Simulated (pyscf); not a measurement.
Elementary routes open to H₃C–Zn–SH + H₂ in the gas phase (singlet surface):
A. H₃C–ZnH + H₂S (S–Zn, H–H broken; H–Zn, H–S formed)
B. CH₄ + HS–ZnH (C–Zn, H–H broken; C–H, H–Zn formed)

Optimised with ωB97X-D3(BJ)/def2-SVP in PySCF.

Question: Rank the routes by free-energy barrier at 1200 K, lowest first, for ωB97M-D3(BJ)/def2-TZVP energies (ideal gas, 1 atm, RRHO with modes under 100 cm⁻¹ raised to 100, one conformer, R ln 2 for chiral ones without a mode under 150 cm⁻¹).

Answer: A (3.05 eV), B (3.43 eV)

Route A is the fastest of these, ahead of the next by 0.37 eV. The most stable products are those of B (ΔG = -0.27 eV), whose barrier is 0.37 eV higher: the kinetic and the thermodynamic product differ. At 298 K A is still the fastest. A: On the product side the descent ends in a complex, 0.26 eV under the separated species and 0.88 eV under the saddle at ωB97X-D3(BJ)/def2-TZVP. Only these routes are compared; each barrier is that of the saddle found, and lower ones may exist. Elements up to Kr have no core potential and no relativistic terms here.
